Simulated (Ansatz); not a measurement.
ZnH⁺, triplet: the ladder up to UCCSDTQ

Geometry: that of the ZnH, doublet, kept fixed. The singlet lies 3.4 eV lower here.

| atom | x (Å) | y (Å) | z (Å) |
| --- | --- | --- | --- |
| Zn | 0.0000 | 0.0000 | 0.0000 |
| H | 0.0000 | 0.0000 | 1.6172 |

Basis def2-SVP; Ansatz 0.2.0. Correlated methods freeze the noble-gas cores, which leaves 12 electrons in 27 orbitals. R marks a restricted (for open shells ROHF) determinant, U an unrestricted one. Active spaces: valence = (12e, 7o) chosen from the atoms' valence shells. No spin–orbit coupling is included, and no scalar relativity. The metal's outer-core shells are frozen, which leaves out core–valence correlation.

Full CI isn't at hand for all of this; UCCSDTQ serves as the reference, and is uncertain by about the last step of the cluster series. The frozen core follows each run's orbitals, which can shift R against U totals by a few meV for light atoms and by up to 0.1 eV past Ca.

The UHF ⟨S²⟩ is 2.002 and the T1 diagnostic (RCCSD) is 0.0129. The largest doubles amplitude (RCCSD) is 0.029 and the T1 diagnostic (UCCSD) is 0.0105.

| level | E − E(UCCSDTQ) (kJ/mol) | share of correlation (%) | wall time |
| --- | --- | --- | --- |
| UHF | 655.8 | 0.36 | – |
| UMP2 | -36.7 | 105.58 | – |
| UCCSD | 14.2 | 97.84 | – |
| UCCSD(T) | -2.8 | 100.43 | 0.73 s |
| UCCSDT | -1.7 | 100.26 | – |
| UCCSDT(Q) | 0.9 | 99.87 | 7.5 s |

The correlation energy at UCCSDTQ, counted from RHF, is -6.822 eV. That run took 71 s on 2 threads of AMD EPYC 7R13 with a shared H100 80 GB, shared host.

Run but not shown, since their state or frozen core can't be matched to the reference's or they repeat it: RHF, RMP2, CISD, RCCSD, RCCSD(T), RCCSDT, RCCSDT(Q), RCCSDTQ, CASSCF (valence space), NEVPT2 (valence space), MRCISD (valence space), MRCISD+Q (valence space).

Times hold each run's SCF and search for its determinant on a shared host, so for small cases they say little of a method's own cost; they ran on 1 thread of AMD EPYC 7R13.

Natural occupations of CASSCF (valence space) about the gap: 2.000 2.000 2.000 1.000 1.000; effectively unpaired electrons, Σ n²(2−n)², 2.00.
